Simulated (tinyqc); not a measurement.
Worked calculation: geometry optimisation on the RHF/sto-3g surface (energies and gradients from PySCF), for H2O, spin multiplicity 1. Computed by tinyqc, a small Python program that keeps every step (integrals from PySCF). Settings: charge = 0, multiplicity = 1, basis = sto-3g, optimiser = sd, first Hessian = 1.0, largest step = 0.3, iteration cap = 30. Command: `OMP_NUM_THREADS=1 python tinyqc.py 26706 26707 out.jsonl` (the two numbers bound the seeds that draw the settings). One thread of a shared host (Intel(R) Xeon(R) Processor @ 2.60GHz), about 1 s of CPU time with the checks.

## Step 1: energy and gradient

positions at the start (bohr), order 1O, 2H, 3H:
```
[[-0.032125, 0.085038, -0.011338],
 [-0.007559, 1.447530, 1.080923],
 [-0.077479, -1.385169, 1.024232]]
```

Self-consistent energy and analytic gradient at these positions.

energy = -74.95800749 hartree

gradient (hartree/bohr), order 1O, 2H, 3H:
```
[[-0.00000005, 0.03455230, 0.10090483],
 [-0.00097731, -0.06200761, -0.06624342],
 [0.00097736, 0.02745531, -0.03466141]]
```

## Step 1: move

Steepest descent, p = -g / 1; steps longer than 0.3 bohr are cut back.

positions after step 1 (bohr), order 1O, 2H, 3H:
```
[[-0.032125, 0.050485, -0.112243],
 [-0.006582, 1.509538, 1.147167],
 [-0.078456, -1.412625, 1.058893]]
```

## Step 2: energy and gradient

As before.

energy = -74.96483381 hartree

gradient (hartree/bohr), order 1O, 2H, 3H:
```
[[-0.00045324, -0.02508586, -0.02000133],
 [0.00052107, 0.02812919, 0.02091814],
 [-0.00006783, -0.00304334, -0.00091681]]
```

## Step 2: move

As before.

positions after step 2 (bohr), order 1O, 2H, 3H:
```
[[-0.031672, 0.075571, -0.092242],
 [-0.007103, 1.481409, 1.126249],
 [-0.078388, -1.409581, 1.059810]]
```

## Convergence

Stop when the largest gradient component is below 3e-5 hartree/bohr.

Course of the optimisation:
```
step   E (hartree)  largest gradient (hartree/bohr)
1     -74.95800749                         1.01e-01
2     -74.96483381                         2.81e-02
3     -74.96576161                         1.02e-02
4     -74.96584628                         5.49e-03
5     -74.96587670                         3.31e-03
6     -74.96588926                         2.12e-03
7     -74.96589510                         1.40e-03
8     -74.96589801                         9.55e-04
9     -74.96589951                         6.56e-04
10    -74.96590030                         4.67e-04
11    -74.96590072                         3.28e-04
12    -74.96590094                         2.39e-04
13    -74.96590106                         1.70e-04
14    -74.96590112                         1.25e-04
15    -74.96590115                         8.93e-05
16    -74.96590117                         6.60e-05
17    -74.96590118                         4.76e-05
18    -74.96590119                         3.50e-05
19    -74.96590119                         2.54e-05
```

Final distances (angstrom):
```
pair   distance
2H-1O  0.989417
3H-1O  0.989417
3H-2H  1.516260
```

Converged in 19 steps.
